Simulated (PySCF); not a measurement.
## Telling isomers of C₄H₈ apart by NMR

Single conformer, no solvent model, non-relativistic, equivalent nuclei averaged. Coordinates at the PBE0-D3(BJ)/def2-SVP level; shielding tensors at PBE0/pcSseg-1 (GIAO); couplings computed with B3LYP/pcJ-1 (spin–dipole term left out of most H,H and C,H couplings); PySCF.

Scale: TMS for 1H and 13C (reference shieldings calculated alike). Multiplet labels drop J under 1 Hz and among equivalent protons, and merge close values. Unscaled 3J(H,H) run several per cent high. Shifts are as computed. Against solution values, carbons near 30 ppm lie about +2 ppm off and those near 130 ppm about +5 ppm (rms about the fit 1.9 ppm; single classes can miss by 10 ppm). Of 1328 compounds with measured shifts, 309 miss one by over three times the rms of a fit or turn the order of signals round; such compounds aren't used in these exercises. Signals without a measured value on file couldn't be tested in this way; 1H shifts scatter by 0.2 ppm about their fit, and single ones miss by 0.5 ppm.

Tabulate the signals of `C/C=C\C`, `C/C=C/C` and their relative energies.

## Answers


| SMILES | carbon types | δC | δH | E rel. (kcal/mol) |
| --- | --- | --- | --- | --- |
| C/C=C\C | 2×CH 2×CH3 | 132.8, 14.6 | 5.58 (m, 2H), 1.72 (m, 6H) | 1.0 |
| C/C=C/C | 2×CH 2×CH3 | 134.4, 21.2 | 5.61 (m, 2H), 1.73 (m, 6H) | 0.0 |

Energies are electronic energies at PBE0/pcSseg-1 on these geometries, without zero-point or thermal terms, each for the one conformer computed, which needn't be the lowest.
